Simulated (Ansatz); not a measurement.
The input, for Ansatz 0.2.0:

```yaml
crystal:
  periodic: [false, false, false]
  atoms:
    - {symbol: Cl, position_ang: [-1.873470, 0.251057, 0.000000]}
    - {symbol: H, position_ang: [-0.594670, 0.251057, 0.000000]}
    - {symbol: N, position_ang: [1.099530, 0.251057, 0.000000]}
    - {symbol: H, position_ang: [1.368611, -0.753170, 0.000000]}
basis:
  gaussian: {orbitals: cc-pVDZ}
magnetization: {spin_polarized: true, initial_magnetization: 2}
hamiltonian: {xc: hf}
output: {orbitals: {seedname: orbitals}}
```

```sh
$ ansatz run in.yaml --threads 1 --pin off --events-out ev --progress --plain --max-ram 2393MiB
```

Log:

```
422 factors; integrals over basis functions are off by at most 1.6e-3 eV
mean field evaluation 1: about -14014.0297 eV, gradient 1.1e1 eV
mean field evaluation 2: about -14014.0537 eV, gradient 1.1e1 eV
mean field evaluation 4: about -14015.1552 eV, gradient 1.5e0 eV
mean field evaluation 8: about -14015.1874 eV, gradient 2.2e-3 eV
mean field -14015.18746837 eV, -515.0486396273 hartree, gradient 2.5e-5 eV, S^2 2.015437; 0 other end points of the search recorded, 0 dependent functions left out
reference -14015.18746837 eV, -515.0486396273 hartree; 14, 12 occupied and 28, 30 virtual orbitals, 422 factors
Total energy: -14015.18746837 eV, -515.0486396273 hartree
```

Ran on 1 thread of Arm Neoverse V2, shared host: 0.27 s wall, 0.07 GiB peak host memory.
